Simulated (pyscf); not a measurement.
methane (CH₄) + H₃C–In(CH₃)–Cl → H₃C–In(CH₃)–CH₃ + hydrogen chloride (HCl) (four-centre exchange; singlet surface; C–H, Cl–In broken, C–In, Cl–H formed). Structures and frequencies: ωB97X-D3(BJ)/def2-SVP in PySCF. Energies in kcal/mol from the separated reactants.

```tsv
level	barrier	reaction energy
ωB97X-D3(BJ)/def2-TZVP	44.8	+44.1
PBE/def2-TZVP	41.5	+41.9
r²SCAN/def2-TZVP	42.3	+44.1
B3LYP-D3(BJ)/def2-TZVP	45.3	+43.7
M06-2X/def2-TZVP	45.3	+44.6
HF/def2-TZVP	65.2	+47.8
```

On the reactant side the descent ends in a complex, 4.2 kcal/mol under the separated species and 49.0 kcal/mol under the saddle at ωB97X-D3(BJ)/def2-TZVP. On the product side the descent ends in an adduct with a Cl–In contact, 6.9 kcal/mol under the separated species and 7.6 kcal/mol under the saddle at ωB97X-D3(BJ)/def2-TZVP. At PBE, r²SCAN the saddle lies under the separated products, which points to a path from their complex (located at ωB97X-D3(BJ) alone), and parting the products costs more than the saddle. What is counted as broken (Cl–In) persists as a longer contact in the product adduct; parting that adduct is a step of its own. This is the saddle that the search found; another between the same sides may lie lower. Elements past Kr carry the def2 core potentials, without spin-orbit coupling.
